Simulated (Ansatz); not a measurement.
C3HN, SMILES `C#CC#N` at its PBE0-D4/def2-TZVP geometry, where that method's forces vanish. Charge 0, multiplicity 1.

```xyz
5

C     1.2465    0.2174   -0.2293
C     0.0822    0.0142   -0.0157
C    -1.2447   -0.2170    0.2290
N    -2.3635   -0.4113    0.4356
H     2.2795    0.3967   -0.4195
```

**Question.** What forces (eV/Å) does ωB97M-V/def2-TZVPP give on these atoms in Ansatz 0.2.0? (An estimate is asked.)

**Answer.** Ansatz gave: 
```
C1  -0.340 -0.062  0.060
C2   1.032  0.181 -0.188
C3  -1.069 -0.184  0.197
N4   0.460  0.079 -0.086
H5  -0.084 -0.013  0.016
```
